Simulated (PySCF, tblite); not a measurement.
**ethylene and 2 × hydrogen fluoride**

A gas-phase complex of ethylene and 2 × hydrogen fluoride; neutral, singlet. The structure comes from a short search (6 tight-binding starts) and was relaxed by PBE0-D3(BJ)/def2-SVPD; another way of binding may lie lower. No frequency run checks that it is a minimum.

```json
{"part": "1", "name": "ethylene", "SMILES": "C=C", "atoms": "1–6", "charge": "0", "multiplicity": "1"}
{"part": "2", "name": "hydrogen fluoride", "SMILES": "F", "atoms": "7–8", "charge": "0", "multiplicity": "1"}
{"part": "3", "name": "hydrogen fluoride", "SMILES": "F", "atoms": "9–10", "charge": "0", "multiplicity": "1"}
```

```xyz
10

C    -0.669    0.043   -0.051
C     0.655    0.193   -0.157
H    -1.300    0.813    0.398
H    -1.170   -0.851   -0.431
H     1.278   -0.575   -0.621
H     1.157    1.093    0.205
F     0.394   -1.487    2.266
H     0.234   -0.877    1.560
F     1.093   -3.435    0.669
H     0.873   -2.856    1.368
```
(Å; atoms numbered from 1)

```
 contact  kind (by geometry)  distance (Å)  angle (°)
H10···F7       hydrogen bond         1.706        163
```

Interaction energies are complex less parts, with the parts frozen as they stand in it; counterpoise-corrected, in kcal/mol (PySCF).

Q: Give the interaction energy at each level run.

A: 
```csv
level,interaction,superposition error removed
wB97M-D3(BJ)/def2-TZVPD,-12.30,-0.18
PBE0-D3(BJ)/def2-TZVPD,-13.49,-0.18
```

Q: What holds them together? Decompose the wB97M-D3(BJ)/def2-TZVPD energy: frozen parts, their antisymmetrised product, then relaxation.

A: electrostatic -19.2, Pauli repulsion +22.3, orbital relaxation -13.5, dispersion correction -2.0 kcal/mol, which sum to the value before the counterpoise correction; the Pauli term holds the exchange-correlation of the frozen density too. Of the attraction, 55 % is electrostatic, 39 % is orbital relaxation, 6 % is dispersion correction.

The parts were also relaxed and run alone, at the levels used for the complex: shieldings by PBE0/pcSseg-2.

Q: What does binding change?

A: 
| property | alone | in the complex | change |
| --- | --- | --- | --- |
| F9–H10 bond (Å) | 0.920 | 0.934 | +0.014 |
| shielding of H10 (ppm) | 29.19 | 25.56 | -3.63 |
| shielding of F7 (ppm) | 410.9 | 339.4 | -71.5 |
| shielding of F9 (ppm) | 410.9 | 404.8 | -6.1 |
